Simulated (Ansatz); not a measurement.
# Heating and cooling a random packing of Si5W3

A packing of 24 atoms, thrown in at random and pushed apart as soft spheres with like charges further apart (15 Si, 9 W) went through Langevin stages in a fixed cell of 16.84 Å³/atom, at one k point, without spin and with a Fermi–Dirac width of kT (0.05 eV at least). Level of theory: Ansatz, DFT PBE, scalar-relativistic, plane waves, PAW.

| thermostat (K) | duration (fs) | friction (1/fs) | cutoff (eV) | mean T (K) | mean P (GPa) | mean square displacement (Å²) |
| --- | --- | --- | --- | --- | --- | --- |
| 3540 | 72 | 0.030 | 320 | 3327 | 2.9 | 0.41 |
| 3540 | 198 | 0.005 | 420 | 3506 | 4.1 | 0.98 |
| 2550 | 162 | 0.005 | 420 | 3534 | 2.9 | 1.07 |
| 1420 | 150 | 0.015 | 420 | 1468 | -0.5 | 0.38 |
| 300 | 123 | 0.015 | 420 | 497 | -6.1 | 0.10 |

Means run over the second half of a stage; pressure includes the kinetic part; displacements count from the stage's start, the atoms' common shift taken off. In so short a run the atoms moved about a bond length or less in the hot stages, so this is an annealed packing, not a quenched equilibrium liquid.

Cell and atoms were then relaxed on coarser meshes and computed once more: Settings: cutoff 420 eV, Γ-centred mesh 4×5×5 on the computed 24-atom cell, Gaussian smearing of 0.10 eV; no spin polarisation.

Q: What structure is left?

A: One draw of many: 15.07 Å³/atom with no gap on the mesh, 0.10 eV/atom above the elements' standard states (static lattices, no corrections for gases) (a random packing after short dynamics, relaxed).

Counting as bonded all pairs within 1.2 times the summed covalent radii:

```csv
atom → neighbour,mean count,mean length (Å),spread (Å)
Si → Si,2.53,2.51,0.10
Si → W,4.47,2.67,0.16
W → Si,7.44,2.67,0.16
W → W,4.89,3.02,0.19
```

Angles between all pairs of such bonds at an atom (mean ± spread): 99 ± 32° at Si, 96 ± 34° at W.

```xyz
24
Lattice="7.2106 -0.6682 0.2009 -0.6910 7.1999 0.7247 0.2023 0.7287 7.1136" Properties=species:S:1:pos:R:3 pbc="T T T"
Si    4.3317    5.7201    2.5289
Si    0.9938    6.3772    7.1768
Si    0.4165    6.0342    4.9457
Si    1.3668    1.4480    2.2982
Si    6.8692    0.6220    6.3300
Si    3.0335    4.5093    0.7077
Si    1.9855    5.5004    3.3106
Si    3.2241    6.6131    5.2201
Si    3.8350    0.5632    7.0065
Si   -0.5299    6.5175    1.9680
Si    1.6488    2.5377    7.0296
Si    4.4171    2.9289    7.3544
Si    0.4575    3.0777    4.2503
Si    5.1897    5.2376    6.1404
Si    5.6500    2.1672    2.2447
W     0.6614    3.9058    1.7674
W     3.2858    3.3546    2.9982
W     6.4582   -0.0432    3.8210
W     2.8605    4.0835    5.5326
W     5.7994    4.1814    3.8806
W     6.8674    3.4641    6.6575
W     4.9115    1.7821    5.0502
W     2.0684    1.1080    4.8903
W     3.7554    0.6214    2.3236
```

The final mesh leaves forces up to 0.28 eV/Å and stresses up to 0.3 GPa: the relaxation ran on a coarser mesh, so the cell's shape, its bonds and its energy belong partly to that mesh.

Spin-orbit coupling is left out, which matters for the bands of heavy elements.

Cost: 6 runs of about 75 core-minutes in all (earlier runs that led there not counted), on AMD EPYC (Zen 3) (shared hosts).